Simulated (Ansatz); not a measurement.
# CClSi−: an energy map over angle C1–Si2–Cl3 and change of the bonds Si2–C1, Si2–Cl3, all alike

A grid of calculations on CClSi, SMILES [C-]#[Si]Cl, charge −1, to see where the energy is lowest and how it rises around there.

The runs use Ansatz 0.2.0; RKS wB97M-V/def2-SVPD.

## (1) Starting geometry

SMILES `[C-]#[Si]Cl`, 3 atoms, charge -1, spin multiplicity 1.

Atoms are counted from 1 here; the program's logs count them from 0.

Bond lengths: C1–Si2 1.697 Å, Si2–Cl3 2.233 Å. Angles: C1–Si2–Cl3 180.0°.

Geometry (Å):

```xyz
3
charge -1, multiplicity 1
C     1.40327    0.89109    0.86837
Si    0.13358    0.08517    0.08269
Cl   -1.53685   -0.97626   -0.95107
```

## (2) The minimum at this level

input.yaml

```yaml
crystal:
  periodic: [false, false, false]
  atoms:
    - { symbol: C, position_ang: [1.403273, 0.891088, 0.868373] }
    - { symbol: Si, position_ang: [0.133578, 0.085168, 0.082692] }
    - { symbol: Cl, position_ang: [-1.536851, -0.976256, -0.951066] }
total_charge: -1
basis:
  gaussian: { orbitals: def2-SVPD }
hamiltonian:
  xc: { name: wB97M-V }
output:
  forces: true
relax:
  f_tol: 0.003
  max_steps: 120
```

On the command line:

```
$ ansatz run input.yaml --threads 1 --pin off --max-ram 2560MiB --backend cpu --events-out ev --progress --plain --runs-dir out
```

Standard output (excerpt; [...] marks lines left out):

```text
Warning: RAYON_NUM_THREADS=1 ignored (pool sized by the plan → 1); use --threads N
[...]
Functional definition: wB97M-V
[...]
  gx(w, u) = 1 - cx + cx01*u + cx10*w
  gss(w, u) = css00 + css04*u^4 + css10*w + css20*w^2 + css43*w^4*u^3
  gos(w, u) = cos00 + cos10*w + (cos20 + cos21*u)*w^2 + (cos60 + cos61*u)*w^6
[...]
      + integral(e_c_pw_mod_opposite_spin*gos(b97_w_opposite, b97_u_opposite)) + vv10(b, c)
725 factors; integrals over basis functions are off by at most 2.3e-4 eV
260 factors; integrals over basis functions are off by at most 1.3e-6 eV
[...]
mean field -21425.71065374 eV, -787.3803436567 hartree, gradient 4.2e-5 eV, S^2 0.000000; 0 other end points of the search recorded, 0 dependent functions left out
[...]
reference -21425.71069542 eV, -787.3803451883 hartree; 19, 19 occupied and 52, 52 virtual orbitals, 725 factors
relax step   1: F+E_penalty+E_count = -21425.71065374 eV  Δ(F+E_penalty+E_count) = +0.000e0 eV  max|allowed force component| = 5.423e-1 eV/Å  Δτ_max = 0.0000 Å  (36 SCF iters, accepted)
[...]
relax step   6: F+E_penalty+E_count = -21425.72458842 eV  Δ(F+E_penalty+E_count) = -9.788e-5 eV  max|allowed force component| = 1.700e-2 eV/Å  Δτ_max = 0.0061 Å  (39 SCF iters, accepted)
[...]
relax step  11: F+E_penalty+E_count = -21426.15770109 eV  Δ(F+E_penalty+E_count) = -9.478e-2 eV  max|allowed force component| = 3.378e-1 eV/Å  Δτ_max = 0.1933 Å  (51 SCF iters, accepted)
[...]
relax step  16: F+E_penalty+E_count = -21426.19243452 eV  Δ(F+E_penalty+E_count) = -1.753e-5 eV  max|allowed force component| = 5.080e-3 eV/Å  Δτ_max = 0.0018 Å  (36 SCF iters, accepted)
[...]
relax step  19: F+E_penalty+E_count = -21426.19248787 eV  Δ(F+E_penalty+E_count) = +3.643e-6 eV  max|allowed force component| = 7.099e-3 eV/Å  Δτ_max = 0.0019 Å  (36 SCF iters, rejected (line search))
[...]
relax step  20: F+E_penalty+E_count = -21426.19249256 eV  Δ(F+E_penalty+E_count) = -1.053e-6 eV  max|allowed force component| = 2.948e-5 eV/Å  Δτ_max = 0.0003 Å  (30 SCF iters, accepted)
725 factors; integrals over basis functions are off by at most 2.9e-4 eV
260 factors; integrals over basis functions are off by at most 1.1e-6 eV
[...]
mean field -21426.19249256 eV, -787.3980509068 hartree, gradient 1.4e-5 eV, S^2 0.000000; 1 other end points of the search recorded, 0 dependent functions left out
[...]
reference -21426.19253216 eV, -787.3980523620 hartree; 19, 19 occupied and 52, 52 virtual orbitals, 725 factors
Total energy: -21426.19253216 eV, -787.3980523620 hartree
Atom 0 at     1.125166     0.103975     0.640361 Å, force     0.000029    -0.000003     0.000016 eV/Å
Atom 1 at    -0.235812     0.998813    -0.040736 Å, force    -0.000018    -0.000000    -0.000010 eV/Å
Atom 2 at    -0.889353    -1.102788    -0.599626 Å, force    -0.000012     0.000003    -0.000006 eV/Å
Dipole moment:    -0.538212    -0.004520    -0.302169 e Å
```

It took 1.8 min on 1 thread of Intel Xeon Platinum 8259CL at 2.50GHz (Skylake/Cascade Lake), shared host; peak memory 0.2 GiB.

The steps of the relaxation:

```
step  energy from step 1 (eV)  largest force component (eV/Å)
   1                   0.0000                          0.5423
   2                  -0.0106                          0.2540
   3                  -0.0138                          0.0104
   4                  -0.0138                          0.0022
   5                  -0.0138                          0.0041
   6                  -0.0139                          0.0170
   7                  -0.0164                          0.0819
   8                  -0.0874                          0.3821
   9                  -0.2189                          0.4177
  10                  -0.3523                          0.6224
  11                  -0.4470                          0.3378
  12                  -0.4715                          0.1256
  13                  -0.4772                          0.1662
  14                  -0.4810                          0.1273
  15                  -0.4818                          0.0093
  16                  -0.4818                          0.0051
  17                  -0.4818                          0.0009
  18                  -0.4818                          0.0044
  19                  -0.4818                          0.0071
  20                  -0.4818                          0.0000
```

Close pairs (by a distance rule), those that changed most:

```
   bond  before (Å)  after (Å)  change (Å)
 C1–Si2       1.697      1.765      +0.069
Si2–Cl3       2.233      2.271      +0.038
```

## (3) Setting up the map

First coordinate, angle C1–Si2–Cl3: 9 values from 40.0 to 126.2 °. Second coordinate, change of the bonds Si2–C1, Si2–Cl3, all alike: 9 values from −0.222 to 0.343 Å.

Nothing else is relaxed (all other coordinates rigid). Energies count from the relaxed molecule at the same level. Points are written as (first, second).

Of the runs on the grid, 3 are shown in the steps below; the others differ only in the two coordinates.

## (4) Point (115.5°, −0.151 Å)

input.yaml

```yaml
crystal:
  periodic: [false, false, false]
  atoms:
    - { symbol: C, position_ang: [1.148415, 0.624419, 0.701061] }
    - { symbol: Si, position_ang: [-0.235812, 0.998813, -0.040736] }
    - { symbol: Cl, position_ang: [-1.332964, -0.645324, -0.806446] }
total_charge: -1
basis:
  gaussian: { orbitals: def2-SVPD }
hamiltonian:
  xc: { name: wB97M-V }
output:
  forces: true
```

On the command line:

```
$ ansatz run input.yaml --threads 1 --pin off --max-ram 2560MiB --backend cpu --events-out ev --progress --plain --runs-dir out
```

Standard output (excerpt; [...] marks lines left out):

```text
Warning: RAYON_NUM_THREADS=1 ignored (pool sized by the plan → 1); use --threads N
[...]
[... 1 set-up line as earlier in the session ...]
[...]
  gx(w, u) = 1 - cx + cx01*u + cx10*w
  gss(w, u) = css00 + css04*u^4 + css10*w + css20*w^2 + css43*w^4*u^3
  gos(w, u) = cos00 + cos10*w + (cos20 + cos21*u)*w^2 + (cos60 + cos61*u)*w^6
[...]
      + integral(e_c_pw_mod_opposite_spin*gos(b97_w_opposite, b97_u_opposite)) + vv10(b, c)
677 factors; integrals over basis functions are off by at most 5.9e-4 eV
252 factors; integrals over basis functions are off by at most 2.5e-5 eV
[...]
mean field -21425.77956671 eV, -787.3828761615 hartree, gradient 3.3e-5 eV, S^2 0.000000; 0 other end points of the search recorded, 0 dependent functions left out
[...]
reference -21425.77960659 eV, -787.3828776272 hartree; 19, 19 occupied and 52, 52 virtual orbitals, 677 factors
Total energy: -21425.77960659 eV, -787.3828776272 hartree
Atom 0 at     1.148415     0.624419     0.701061 Å, force     4.212164    -1.061308     2.264408 eV/Å
Atom 1 at    -0.235812     0.998813    -0.040736 Å, force    -3.583331     1.905283    -1.834549 eV/Å
Atom 2 at    -1.332964    -0.645324    -0.806446 Å, force    -0.628832    -0.843975    -0.429858 eV/Å
Dipole moment:    -0.903899    -0.438700    -0.546961 e Å
```

Wall time 7.1 s (1 thread of Intel Xeon Platinum 8259CL at 2.50GHz (Skylake/Cascade Lake), shared host); peak memory 0.19 GiB.

Energy on the map's scale: 9.5 kcal/mol.

## (5) Grid point (126.2°, −0.081 Å)

input.yaml

```yaml
crystal:
  periodic: [false, false, false]
  atoms:
    - { symbol: C, position_ang: [1.228161, 0.763314, 0.758492] }
    - { symbol: Si, position_ang: [-0.235812, 0.998813, -0.040736] }
    - { symbol: Cl, position_ang: [-1.508821, -0.563318, -0.897532] }
total_charge: -1
basis:
  gaussian: { orbitals: def2-SVPD }
hamiltonian:
  xc: { name: wB97M-V }
output:
  forces: true
```

On the command line:

```
$ ansatz run input.yaml --threads 1 --pin off --max-ram 2560MiB --backend cpu --events-out ev --progress --plain --runs-dir out
```

Standard output (excerpt; [...] marks lines left out):

```text
Warning: RAYON_NUM_THREADS=1 ignored (pool sized by the plan → 1); use --threads N
[...]
[... 1 set-up line as earlier in the session ...]
[...]
  gx(w, u) = 1 - cx + cx01*u + cx10*w
  gss(w, u) = css00 + css04*u^4 + css10*w + css20*w^2 + css43*w^4*u^3
  gos(w, u) = cos00 + cos10*w + (cos20 + cos21*u)*w^2 + (cos60 + cos61*u)*w^6
[...]
      + integral(e_c_pw_mod_opposite_spin*gos(b97_w_opposite, b97_u_opposite)) + vv10(b, c)
677 factors; integrals over basis functions are off by at most 5.9e-4 eV
252 factors; integrals over basis functions are off by at most 2.5e-5 eV
[...]
mean field -21426.01847660 eV, -787.3916559381 hartree, gradient 1.7e-5 eV, S^2 0.000000; 0 other end points of the search recorded, 0 dependent functions left out
[...]
reference -21426.01851758 eV, -787.3916574439 hartree; 19, 19 occupied and 52, 52 virtual orbitals, 677 factors
Total energy: -21426.01851758 eV, -787.3916574439 hartree
Atom 0 at     1.228161     0.763314     0.758492 Å, force     1.149627    -0.349546     0.612541 eV/Å
Atom 1 at    -0.235812     0.998813    -0.040736 Å, force    -1.134118     0.557882    -0.584765 eV/Å
Atom 2 at    -1.508821    -0.563318    -0.897532 Å, force    -0.015509    -0.208336    -0.027776 eV/Å
Dipole moment:    -0.894601    -0.483199    -0.545823 e Å
```

Wall time 8.3 s (1 thread of Intel Xeon Platinum 8259CL at 2.50GHz (Skylake/Cascade Lake), shared host); peak memory 0.19 GiB.

That is 4.0 kcal/mol from the zero.

## (6) Grid point (83.1°, −0.010 Å)

input.yaml

```yaml
crystal:
  periodic: [false, false, false]
  atoms:
    - { symbol: C, position_ang: [1.129076, 0.133871, 0.645292] }
    - { symbol: Si, position_ang: [-0.235812, 0.998813, -0.040736] }
    - { symbol: Cl, position_ang: [-0.916946, -1.079526, -0.612966] }
total_charge: -1
basis:
  gaussian: { orbitals: def2-SVPD }
hamiltonian:
  xc: { name: wB97M-V }
output:
  forces: true
```

On the command line:

```
$ ansatz run input.yaml --threads 1 --pin off --max-ram 2560MiB --backend cpu --events-out ev --progress --plain --runs-dir out
```

Standard output (excerpt; [...] marks lines left out):

```text
Warning: RAYON_NUM_THREADS=1 ignored (pool sized by the plan → 1); use --threads N
[...]
[... 1 set-up line as earlier in the session ...]
[...]
  gx(w, u) = 1 - cx + cx01*u + cx10*w
  gss(w, u) = css00 + css04*u^4 + css10*w + css20*w^2 + css43*w^4*u^3
  gos(w, u) = cos00 + cos10*w + (cos20 + cos21*u)*w^2 + (cos60 + cos61*u)*w^6
[...]
      + integral(e_c_pw_mod_opposite_spin*gos(b97_w_opposite, b97_u_opposite)) + vv10(b, c)
677 factors; integrals over basis functions are off by at most 5.0e-4 eV
252 factors; integrals over basis functions are off by at most 2.3e-5 eV
[...]
mean field -21426.19060748 eV, -787.3979816312 hartree, gradient 4.6e-5 eV, S^2 0.000000; 0 other end points of the search recorded, 0 dependent functions left out
[...]
reference -21426.19064709 eV, -787.3979830867 hartree; 19, 19 occupied and 52, 52 virtual orbitals, 677 factors
Total energy: -21426.19064709 eV, -787.3979830867 hartree
Atom 0 at     1.129076     0.133871     0.645292 Å, force     0.231212    -0.153904     0.115537 eV/Å
Atom 1 at    -0.235812     0.998813    -0.040736 Å, force    -0.224021     0.190638    -0.108141 eV/Å
Atom 2 at    -0.916946    -1.079526    -0.612966 Å, force    -0.007191    -0.036735    -0.007396 eV/Å
Dipole moment:    -0.552391    -0.024048    -0.311908 e Å
```

It took 7.3 s on 1 thread of Intel Xeon Platinum 8259CL at 2.50GHz (Skylake/Cascade Lake), shared host; peak memory 0.19 GiB.

On the map this point reads 0.043 kcal/mol.

## (7) The map

81 points were computed. Energies in kcal/mol, from the relaxed molecule at the same level:

| change of the bonds Si2–C1, Si2–Cl3, all alike (Å) ↓, angle C1–Si2–Cl3 (°) → | 40.0 | 50.8 | 61.6 | 72.3 | 83.1 | 93.9 | 104.7 | 115.5 | 126.2 |
| --- | --- | --- | --- | --- | --- | --- | --- | --- | --- |
| 0.343 | 42.2 | 28.9 | 29.0 | 29.7 | 29.8 | 30.1 | 31.4 | 33.7 | 37.2 |
| 0.272 | 40.9 | 21.5 | 20.1 | 20.4 | 20.6 | 21.1 | 22.4 | 24.9 | 28.4 |
| 0.202 | 42.3 | 15.7 | 12.5 | 12.3 | 12.6 | 13.1 | 14.5 | 16.9 | 20.3 |
| 0.131 | 47.2 | 11.8 | 6.5 | 5.7 | 5.9 | 6.4 | 7.7 | 9.9 | 13.0 |
| 0.061 | 56.6 | 10.9 | 2.9 | 1.5 | 1.4 | 1.9 | 2.9 | 4.7 | 7.3 |
| −0.010 | 72.2 | 13.8 | 2.8 | 0.4 | 0.0 | 0.3 | 0.9 | 2.0 | 3.9 |
| −0.081 | 95.7 | 22.2 | 7.3 | 3.8 | 3.0 | 2.9 | 2.8 | 3.1 | 4.0 |
| −0.151 | 129.1 | 37.5 | 18.0 | 13.3 | 12.0 | 11.2 | 10.3 | 9.5 | 9.3 |
| −0.222 | 176.3 | 62.8 | 37.5 | 31.3 | 29.3 | 27.9 | 25.8 | 23.7 | 22.2 |

On the same grid, largest force on an atom (eV/Å):

```csv
"change of the bonds Si2–C1, Si2–Cl3, all alike (Å) ↓, angle C1–Si2–Cl3 (°) →",40.0,50.8,61.6,72.3,83.1,93.9,104.7,115.5,126.2
0.343,5.8,5.0,5.2,5.1,4.8,4.4,4.2,4.2,4.2
0.272,6.7,4.5,4.8,4.7,4.4,4.0,3.9,3.9,4.0
0.202,8.0,3.9,4.1,4.0,3.7,3.4,3.4,3.5,3.6
0.131,10.3,3.3,3.1,3.1,2.8,2.5,2.6,2.8,3.1
0.061,13.4,2.8,1.8,1.7,1.5,1.4,1.5,1.8,2.2
−0.010,17.3,4.1,1.3,0.4,0.3,0.4,0.3,0.4,0.8
−0.081,22.2,5.8,3.1,3.0,2.9,2.7,2.4,1.9,1.4
−0.151,28.2,8.0,6.8,6.6,6.4,5.9,5.5,4.9,4.3
−0.222,35.8,12.2,11.8,11.6,11.2,10.4,9.9,9.2,8.5
```

## (8) What came out

```
                       quantity                                                                            value
                   lowest point                                                (83.1°, −0.010 Å), 0.043 kcal/mol
         highest computed point                               (40.0°, −0.222 Å), 176.2 kcal/mol above the lowest
largest force on an atom (eV/Å)  0.3 at (104.7°, −0.010 Å) to 35.8 at (40.0°, −0.222 Å); 0.3 at the lowest point
        time for the whole task                                                  13 min on 1 thread, shared host
```

What this shows: The lowest computed point is at (83.1°, −0.010 Å), 0.043 kcal/mol from the relaxed molecule at the same level. The grid is coarse, so the lowest point of the scanned range may lie between grid points; coordinates that were held can hide deeper minima. The grid shows no other well, apart from its symmetry copies. The highest computed point, (40.0°, −0.222 Å), lies 176.2 kcal/mol above the lowest. Round the minimum the valley is somewhat tilted: raising angle C1–Si2–Cl3 shifts the best value of the second coordinate downwards (coupling k₁₂/√(k₁₁k₂₂) about 0.1).
